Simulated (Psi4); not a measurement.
Psi4 input (wB97X-D/6-311+G**):

```
memory 1500 MB

molecule {
-1 1
C    -0.01241639    1.32206426   -0.15805984
O     0.00414915    0.05348056    0.61048173
C     0.00797392   -1.09297501   -0.17315524
H     0.86116398    1.24654712   -0.85628355
H    -0.89501764    1.23163680   -0.84304143
H     0.02047670   -1.98820923    0.47696201
H    -0.88196323   -1.15369441   -0.83042416
H     0.88880180   -1.13866028   -0.84377624
symmetry c1
no_reorient
no_com
}

set {
  basis 6-311+G**
  reference rks
  scf_type pk
  dft_radial_points 99
  dft_spherical_points 590
  e_convergence 1e-8
  d_convergence 1e-7
  maxiter 150
}

e = energy('wb97x-d')
print_out(f'\nFINAL {e:.10f} DIPOLE {variable("CURRENT DIPOLE")[0]:.6f} {variable("CURRENT DIPOLE")[1]:.6f} {variable("CURRENT DIPOLE")[2]:.6f}\n')
```

### Question
What final total energy does it give?

### Answer
-154.34452 Eh.
